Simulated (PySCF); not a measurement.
Species: phenazine radical anion, C₁₂H₈N₂ (charge -1 and doublet state).
Cartesian coordinates in Å at the PBE0-D3(BJ)/def2-SVP level; atoms count from 1:
```
atom  x, y, z in Å
C1     3.5920   -0.5013   -0.6196
C2     3.5740    0.8153   -0.1323
C3     2.3661    1.4150    0.2028
C4     1.1341    0.7303    0.0665
N5    -0.0201    1.3460    0.4025
C6    -1.1549    0.6307    0.2452
C7    -2.4053    1.2074    0.5758
C8    -3.5945    0.5040    0.4281
C9    -3.5757   -0.8126   -0.0591
C10   -2.3670   -1.4110   -0.3937
C11   -1.1356   -0.7254   -0.2571
N12    0.0184   -1.3414   -0.5933
C13    1.1529   -0.6259   -0.4359
C14    2.4024   -1.2038   -0.7670
H15    4.5427   -0.9748   -0.8841
H16    4.5105    1.3698   -0.0164
H17    2.3196    2.4387    0.5843
H18   -2.3881    2.2337    0.9527
H19   -4.5455    0.9770    0.6923
H20   -4.5117   -1.3679   -0.1751
H21   -2.3194   -2.4348   -0.7752
H22    2.3843   -2.2302   -1.1440
```

Identity: phenazine radical anion (`c1ccc2nc3ccccc3nc2c1`) [SMILES of the parent framework; charge -1 and doublet state].

The calculation used PySCF 2.14.0, UKS B3LYP, IGLO-III on C N, pcH-1 on H, non-relativistic, mean-field spin-orbit, GIAO. Whether the extra electron is bound in the gas phase wasn't checked; a finite basis holds it in any case. The SCF solution wasn't tested for stability. No frequencies were computed at this geometry's level, so the symmetric structure isn't shown to be a minimum.

Question: The isotropic 13C couplings, averaged over equivalent nuclei, are -12.2, +5.4, -0.6 MHz. Assign them to C1/C2/C8/C9; C3/C7/C10/C14; C4/C6/C11/C13.

Answer: 
```csv
site,a_iso (MHz),ρ(0) (bohr⁻³),position,distance from N12 (Å),spin population,largest |T| (MHz)
C1/C2/C8/C9,-0.6,-0.0005,3 bonds from N12,3.93,+0.05,8.5
C3/C7/C10/C14,+5.4,+0.0048,2 bonds from N5,3.05,+0.10,16.4
C4/C6/C11/C13,-12.2,-0.0108,1 bond from N5,1.90,-0.03,2.5
```

Question: The isotropic 1H couplings, averaged over equivalent nuclei, are -7.0, -4.2 MHz. Assign them to H15/H16/H19/H20; H17/H18/H21/H22.

Answer: 
```csv
site,a_iso (MHz),ρ(0) (bohr⁻³),position,distance from N12 (Å),bound to,spin population there,largest |T| (MHz)
H15/H16/H19/H20,-4.2,-0.0009,4 bonds from N12,4.91,C1/C2/C8/C9,+0.05,3.6
H17/H18/H21/H22,-7.0,-0.0016,"3 bonds from N5, on C3 of spin population +0.10",3.58,C3/C7/C10/C14,+0.10,4.7
```

ρ(0) is the spin density at the nucleus and T the dipolar tensor; entries for several nuclei are means. The Mulliken spin populations are largest on N12 (+0.28), N5 (+0.28), C14 (+0.10) and C10 (+0.10). Main spin sites, with 60 % or more of the largest population: N5, N12; positions count bonds from the nearest.

Means are taken over nuclei equivalent by connectivity, which assumes that they swap fast.

On an x86-64 server with one thread, no GPU, on a shared host, this took 4.5 min.
